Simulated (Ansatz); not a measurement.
C2H3NO. Charge 0, multiplicity 1. The bonds changed during the relaxation, so this is another structure than the one it started from.

Cartesian coordinates in Å:
```
N 0.154 -0.940 0.568
C -0.196 0.189 -0.027
C 0.304 1.422 -0.415
O -1.347 0.567 -0.367
H -0.560 -1.575 0.884
H 1.107 -1.095 0.842
H 0.538 1.432 -1.485
```

Problem. Give the diagnostics of a CCSD(T)/def2-TZVPP run (frozen core, the Gaussian-basis code of Ansatz). (Best estimate.)

Solution. The calculation gave: T1 = 0.0250, largest single amplitude 0.063, largest double 0.041, (T) share of the correlation energy 4.7 %, 13 CCSD cycles. The RHF solution is unstable towards an unrestricted one. T1 lies over the customary mark of 0.02 for closed shells.
